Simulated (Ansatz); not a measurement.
System: fcc Ir. Method: LDA (Ansatz, a first-principles code, plane waves, PAW).

Run with plane-wave cutoff 520 eV, 24×24×24 k mesh, Fermi–Dirac smearing 0.05 eV, no spin polarisation, scalar-relativistic PAW data made under PBE.

Cell (relaxed at this level):

```cif
data_Ir
_chemical_formula_sum 'Ir1'
_space_group_name_H-M_alt 'P 1'
_space_group_IT_number 1
_cell_length_a 2.69484
_cell_length_b 2.69484
_cell_length_c 2.69484
_cell_angle_alpha 60.000
_cell_angle_beta 60.000
_cell_angle_gamma 60.000
loop_
_space_group_symop_operation_xyz
  'x, y, z'
loop_
_atom_site_label
_atom_site_type_symbol
_atom_site_fract_x
_atom_site_fract_y
_atom_site_fract_z
_atom_site_occupancy
Ir1 Ir 0.00000 0.00000 0.00000 1
```

### Question
What does this level give for the bulk modulus and pressure derivative B′ of the bulk modulus?

### Answer

- bulk modulus: 405 GPa
- pressure derivative B′ of the bulk modulus: 5.0

The run finds no gap.

Measured, for comparison: bulk modulus 365 GPa (corrected for temperature and zero-point phonon effects; as tabulated in Levämäki et al. (2014), arXiv:1402.3671). Computed (rounded) less measured: bulk modulus +11 %.

Spin–orbit coupling is not included.

Computed values are for the static lattice.

Cost on a shared machine: roughly 50 core-seconds.
